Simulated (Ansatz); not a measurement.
Mulliken charges of C3H4F2O (`CC(F)(F)C=O`) from PBE/def2-TZVPP in Ansatz (PBE0-D4/def2-TZVP geometry).

```
atom   x (Å)   y (Å)   z (Å)  charge (e)
  C1  -0.407  -1.074   0.344      -0.258
  C2   0.284  -0.010  -0.443       0.351
  F3   1.615  -0.282  -0.567      -0.158
  F4  -0.213   0.059  -1.711      -0.158
  C5   0.194   1.409   0.126       0.037
  O6  -0.382   1.681   1.136      -0.187
  H7  -1.469  -0.845   0.420       0.100
  H8  -0.270  -2.032  -0.157       0.104
  H9   0.012  -1.120   1.349       0.100
 H10   0.718   2.164  -0.494       0.070
```

Task: By hand: the dipole of these point charges (1 e Å = 4.8032 D).

Result: Σ q r = (-0.062, -0.210, 0.034) e Å, of length 0.222 e Å = 1.07 D.

Task: How does the dipole of the full density compare? (Best estimate.)

Result: Computed: (-0.026, -0.168, -0.012) e Å, 0.82 D; the point charges give 1.30 times that, at 15° from its direction.

Point charges leave out the atoms' own dipoles, such as those of lone pairs, and Mulliken's split depends on the basis, so the two needn't agree.
